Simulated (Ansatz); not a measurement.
Cuprite Ag2O was calculated with PBE0 (Ansatz, a quantum-chemistry and plane-wave program, plane waves, PAW).

Run with plane-wave cutoff 460 eV, 6×6×6 k mesh, Fermi–Dirac smearing 0.01 eV, no spin polarisation, scalar-relativistic PAW data made under PBE.

Cell (measured lattice):

```xyz
6
Lattice="4.7450 0.0000 0.0000 0.0000 4.7450 0.0000 0.0000 0.0000 4.7450" Properties=species:S:1:pos:R:3 pbc="T T T"
Ag     3.5587     1.1863     3.5587
Ag     1.1863     3.5587     3.5587
Ag     3.5587     3.5587     1.1863
Ag     1.1863     1.1863     1.1863
O      0.0000     0.0000     0.0000
O      2.3725     2.3725     2.3725
```

Task: Estimate the band gap that the calculation returns.

Result: 
- band gap: 1.87 eV (on the SCF k mesh)

Measured, for comparison: band gap 1.2 eV (temperature not stated, no zero-point or thermal correction, photoconductivity; as tabulated in He and Franchini (2017), arXiv:1706.08159).

Note: cell and atoms aren't relaxed at this level (pressure 2.1 GPa).

Spin–orbit coupling is not included.

Computed values are for the static lattice.
